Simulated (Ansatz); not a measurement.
## A ladder of methods for CH4FSi (SMILES [CH2][SiH2]F)

The species is CH4FSi (7 atoms), meant as a doublet with charge 0. SMILES: `[CH2][SiH2]F`. The shape was relaxed beforehand at B3LYP/def2-SVP. This is one conformer, not always the lowest.

```tsv
atom	x (Å)	y (Å)	z (Å)
C	-0.8777	0.2853	-0.6195
Si	0.5946	-0.1558	0.3964
F	0.6590	-1.7773	0.5579
H	-1.5466	-0.4694	-1.0488
H	-1.1475	1.3243	-0.8435
H	0.5159	0.4377	1.7626
H	1.8637	0.2873	-0.2507
```

Each level gives the adiabatic ionisation energy (to the singlet cation, shapes relaxed at B3LYP/def2-SVP, no zero-point term) (eV). The values are calculated.

```csv
level,kind,program,value (eV),CPU time (all runs)
UHF/def2-TZVP,Hartree–Fock,Ansatz,6.93,2.3 s
USVWN5/def2-TZVP,LDA,Ansatz,6.59,2.8 s
UPBE/def2-TZVP,GGA,Ansatz,6.78,5.2 s
UB3LYP/def2-TZVP,global hybrid,Ansatz,7.01,6.1 s
UPBE0-D4/def2-TZVP,global hybrid,Ansatz,6.94,6.2 s
UCAM-B3LYP/def2-TZVP,range-separated hybrid,Ansatz,7.04,7.1 s
UB2PLYP/def2-TZVP,double hybrid,Ansatz,6.88,9.8 s
UMP2/def2-TZVP,perturbation theory,Ansatz,6.71,3.5 s
```

The values span 6.59 to 7.04 eV. In so small a basis fixed costs decide the times, and correlated methods can beat functionals. CPU times are rough (shared hosts, several kinds of processor and program).
